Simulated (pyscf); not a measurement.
Single points on ωB97X-D3(BJ)/def2-SVP structures (PySCF, gas phase).

**Question.** Estimate by transition-state theory the rate constant of H₃Si–CH₂–SiH₃ (SMILES [SiH3]C[SiH3]) + H₂O (SMILES O) -> HO–SiH₃ (SMILES O[SiH3]) + H₃C–SiH₃ (SMILES C[SiH3]) (singlet surface; C–Si, H–O broken, O–Si, C–H formed) at 600 K, with ωB97M-D3(BJ)/def2-TZVP energies (ideal gas, 1 atm, RRHO with modes under 100 cm⁻¹ raised to 100, one conformer, R ln 2 for chiral ones without a mode under 150 cm⁻¹; no tunnelling).

**Answer.** The electronic barrier is 43.4 kcal/mol and the thermal terms add +19.9, so ΔG‡ = 63.3 kcal/mol. With k_BT/h = 1.25e+13 s⁻¹ and RT = 1.192 kcal/mol, and a volume of 8.18e-20 cm³ per molecule at 1 atm, k = 8.8e-30 cm³ molecule⁻¹ s⁻¹. Wigner's tunnelling factor for 1025i cm⁻¹ would be 1.25. A shift of 1 kcal/mol in the barrier changes k by a factor 2.3. This is the saddle that the search found; another between the same sides may lie lower.
